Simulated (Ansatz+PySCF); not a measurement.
The numbers below are computed, except where a source is named.
## Ansatz (development build ahead of 0.2.0) run

```yaml
crystal:
  periodic: [false, false, false]
  atoms:
    - { symbol: C, position_ang: [0.0, 0.0, -0.28165] }
    - { symbol: C, position_ang: [0.0, 0.0, -1.51134] }
    - { symbol: H, position_ang: [0.0, 0.0, -2.57355] }
    - { symbol: C, position_ang: [0.0, 0.0, 1.08529] }
    - { symbol: H, position_ang: [0.0, -0.93002, 1.64063] }
    - { symbol: H, position_ang: [0.0, 0.93002, 1.64063] }
basis:
  gaussian: { orbitals: cc-pVTZ }
magnetization:
  initial_magnetization: 1
hamiltonian:
  xc: hf
correlation:
  method: mp2
  frozen_orbitals: { C: 1, H: 0 }
output:
  forces: true
```

The input is written out in the form of the current development build from the run's settings. Correlation on restricted open-shell orbitals is semicanonical, with singles.

The run gave:

```json
{"Converged": "yes", "Reference energy": "-115.27501 hartree", "Correlation energy": "-0.45929 hartree", "Total energy": "-115.73430 hartree", "Spin squared of the determinant": "0.750", "Stability test": "minimum among restricted orbitals", "Occupied orbitals by symmetry in an Abelian subgroup (alpha; beta)": "7 A1 2 B1 2 B2; 7 A1 1 B1 2 B2"}
```

Forces (eV/Å):
| atom | Fx | Fy | Fz |
| --- | --- | --- | --- |
| C1 | 0.000 | 0.000 | 0.427 |
| C2 | 0.000 | 0.000 | -0.373 |
| H3 | 0.000 | 0.000 | 0.047 |
| C4 | 0.000 | 0.000 | 0.113 |
| H5 | 0.000 | 0.130 | -0.107 |
| H6 | 0.000 | -0.130 | -0.107 |

Caution: forces differ strongly between restricted and unrestricted references.
